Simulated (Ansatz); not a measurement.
`CN(C#N)CF`, charge 0, multiplicity 1.

Task: Give a relaxed structure at PBE0-D4/def2-TZVP (Ansatz). (Best estimate.)

Result: The calculation gave: 
```xyz
11

C     0.8408    0.8676   -0.5267
N    -0.3234    0.0652   -0.1707
C    -0.9360   -0.6032   -1.1485
N    -1.4903   -1.1468   -2.0038
C    -0.4081   -0.4546    1.1467
F     0.5483   -1.4262    1.3828
H     0.6397    1.3933   -1.4587
H     1.7384    0.2553   -0.6426
H     1.0063    1.6024    0.2623
H    -0.2263    0.3520    1.8604
H    -1.3892   -0.9051    1.2987
```
This is one stationary point; other conformers may exist.
